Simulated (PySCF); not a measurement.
**How the method moves the bond dissociation enthalpies of disilane**

Structure: `[SiH3][SiH3]` (H6Si2). Atom numbers as in the mapped SMILES `[SiH3:1][SiH3:2]`.

All levels share the PBE0-D3(BJ)/def2-SVP structures and the PBE0-D3(BJ)/def2-SVP thermal terms; only the single-point energies (PySCF) change. Values are bond dissociation enthalpies (298 K, kJ/mol).

```jsonl
{"level": "HF/ma-def2-TZVP", "Si1–Si2": "227", "Si1–H": "288", "time": "2 s"}
{"level": "B3LYP-D3(BJ)/def2-TZVP", "Si1–Si2": "308", "Si1–H": "367", "time": "–"}
{"level": "MP2/ma-def2-TZVP", "Si1–Si2": "308", "Si1–H": "350", "time": "7.6 s"}
{"level": "CCSD(T)/ma-def2-TZVP", "Si1–Si2": "309", "Si1–H": "360", "time": "3.1 min"}
```

Times are wall times for all single points of a level on 1 thread of Arm Neoverse V1, a shared host; the dash marks the run that also made the structures.

Hartree-Fock leaves out electron correlation, so its bond energies come out too low, often by 100 kJ/mol or more.

The widest spread is that of Si1–Si2: 82 kJ/mol, from 227 to 309.
